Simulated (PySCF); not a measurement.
# Orbital energies and ionisation energy

Species: C3H5FO2.
Z-matrix (Å and degrees, PBE0-D3(BJ)/def2-SVP geometry), rows numbered from 1:
```
C 
C   1  1.4999
F   2  1.3618  1  110.19
O   2  1.4097  1  108.37  3   117.79
C   4  1.3439  2  117.55  1   153.59
O   5  1.1929  4  125.96  2    -3.06
H   1  1.0990  2  109.61  3   -60.44
H   1  1.0983  2  109.74  3    59.38
H   1  1.0985  2  110.29  3   179.50
H   2  1.1011  1  113.79  3  -120.81
H   5  1.1093  4  108.71  2   177.75
```

Level: wB97X-D/def2-SVPD (PySCF). Frontier orbitals with their largest atomic shares (Löwdin; up to four atoms above 4 %):

```csv
orbital,ε (eV),main atoms
HOMO−3,-12.93,"F3 41 %, O4 18 %, C1 15 %, C2 8 %"
HOMO−2,-11.91,"F3 26 %, C2 21 %, O4 18 %, H10 14 %"
HOMO−1,-11.76,"O4 42 %, O6 35 %, C5 10 %, F3 7 %"
HOMO,-10.69,?
LUMO,1.45,"C5 42 %, O6 31 %, O4 15 %, H11 8 %"
LUMO+1,2.33,"C1 22 %, C5 18 %, C2 11 %, H9 10 %"
LUMO+2,2.81,"H11 20 %, C5 18 %, O4 13 %, C1 12 %"
```

Task: What vertical ionisation energy does ΔSCF give, and how far is −ε(HOMO) from it?

Result: ΔSCF: 11.32 eV (1092 kJ/mol; threshold wavelength 110 nm); ⟨S²⟩ of the doublet left behind is 0.757, against 0.75 for a pure doublet. −ε(HOMO) is 10.69 eV, 0.63 eV below it. In exact Kohn–Sham theory the two would be equal; wB97X-D (range-separated hybrid) falls short of its own ΔSCF value by 6 %.

Task: On which atoms does the HOMO lie?

Result: O6 (ester carbonyl oxygen) 66 %, C5 (ester carbonyl carbon) 13 %, O4 (ester single-bonded oxygen) 9 %, H11 (formyl hydrogen) 7 %, so more than half of it is on one atom. The HOMO−1 lies 1.07 eV lower.

Task: Shift the occupied levels rigidly so that −ε(HOMO) equals the ΔSCF value. What binding energies result?

Result: The shift is +0.63 eV: HOMO 11.32, HOMO−1 12.39, HOMO−2 12.54, HOMO−3 13.56 eV. A rigid shift is only a rough guide to the deeper ionisations.

Task: What total energies stand behind the ΔSCF value?

Result: E(N) = -367.26111 Eh and E(N − 1) = -366.84506 Eh at the same geometry, 0.41605 Eh apart.

Task: What kinetic energy would electrons from this vertical process carry with Lyman-α light (10.199 eV)?

Result: The photon is 1.12 eV short of the vertical value.

Isolated species at its PBE0-D3(BJ)/def2-SVP geometry (one conformer only).

The pairwise dispersion term of wB97X-D wasn't added to the energies; at a given geometry it leaves orbitals and properties as they are.
